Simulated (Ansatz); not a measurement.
Geometry optimisation, RKS LDA/6-31G* (Ansatz 0.2.0).

The input (input.yaml):

```yaml
crystal:
  periodic: [false, false, false]
  atoms:
    - { symbol: Si, position_ang: [0.0, 0.0, 0.0] }
    - { symbol: H, position_ang: [0.0, 0.0, 1.81] }
    - { symbol: H, position_ang: [1.3768, 0.0, -0.4862] }
    - { symbol: F, position_ang: [-0.7489, 1.2974, -0.5295] }
    - { symbol: H, position_ang: [-0.6877, -1.1914, -0.4862] }
    - { symbol: S, position_ang: [-2.3345, 0.0074, 0.7757] }
    - { symbol: H, position_ang: [-3.0926, -0.8639, -0.0155] }
    - { symbol: H, position_ang: [-0.9511, 0.003, 1.8802] }
basis:
  gaussian: { orbitals: "6-31G*" }
hamiltonian:
  xc: lda
relax:
  f_tol: 0.15
  max_steps: 25
  restrain:
    - { distance: [0, 5], at: 2.16, k: 30.0 }
    - { distance: [7, 1], at: 0.66, k: 30.0 }
    - { distance: [0, 1], at: 2.66, k: 30.0 }
    - { distance: [7, 5], at: 2.6, k: 30.0 }
```

Launched with:

```bash
$ ansatz run input.yaml --threads 1 --pin off --max-ram 2048MiB --backend cpu --events-out ev --progress --plain --runs-dir out
```

Problem. Where does it end, and by what steps?

Solution. The forces met the threshold. The restraints hold the end off the free minimum. After 13 steps the energy has fallen by 3.828 eV (the restraints' own energy left out); H3 moved furthest, 1.06 Å. Joined: H2–H8 (0.95 → 0.72 Å).

| step | energy less start (eV) | largest force component (eV/Å) | accepted |
| --- | --- | --- | --- |
| 0 | 0.0000 | 2.233 | yes |
| 1 | -0.0743 | 2.301 | yes |
| 2 | -0.4711 | 3.876 | yes |
| 3 | -1.7629 | 3.598 | yes |
| 4 | -2.4667 | 2.682 | yes |
| 5 | -2.9590 | 1.482 | yes |
| 6 | -3.2973 | 1.363 | yes |
| 7 | -3.6033 | 1.370 | yes |
| 8 | -3.6616 | 1.421 | yes |
| 9 | -3.7587 | 0.875 | no |
| 10 | -3.7168 | 1.210 | yes |
| 11 | -3.7603 | 1.215 | yes |
| 12 | -3.8092 | 1.378 | yes |
| 13 | -3.8281 | 1.554 | yes |

```xyz
8
Properties=species:S:1:pos:R:3
Si -0.512 -0.097 -0.437
H 0.034 0.199 2.156
H 0.753 -0.230 0.344
F -0.530 1.352 -1.139
H -0.627 -1.112 -1.532
S -2.156 -0.375 0.915
H -3.009 -0.702 -0.096
H -0.392 0.218 2.737
```

The run took 21 s on 1 thread of Arm Neoverse V1, on a shared host, peak memory 0.12 GiB.
